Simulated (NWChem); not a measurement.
System: NH, triplet; SMILES [NH]

```xyz
2

N      0.0000     0.0000    -0.1360
H      0.0000     0.0000     0.9037
```
Atoms are numbered in this order, from 1.

All runs: NWChem. Pople sets run with spherical d functions. Spin-unrestricted. Geometry: optimised at PBE0-D3(BJ)/def2-TZVP, spin-unrestricted. No stability test was run on the SCF state. Solvent water, SMD (1 M gas to 1 M solution), gas-phase geometry. Reactions with the solvent are ignored.

Question: Taking PBE0/6-311++G** as the yardstick, which of these has the fewest basis functions while keeping “dipole in solution (D)” within 0.2 D of it: PBE0/6-311G**; PBE0/6-31G*; PBE0/6-31+G*; PBE0/3-21G; PBE0/STO-3G?

Answer: PBE0/3-21G.
```
level            basis functions  dipole in solution (D)
---------------  ---------------  ----------------------
PBE0/STO-3G                    6                    1.40
PBE0/3-21G                    11                    1.97
PBE0/6-31G*                   16                    1.96
PBE0/6-31+G*                  20                    2.13
PBE0/6-311G**                 24                    1.96
PBE0/6-311++G**               29                    2.06
```

The yardstick is one finite set, not the basis-set limit.
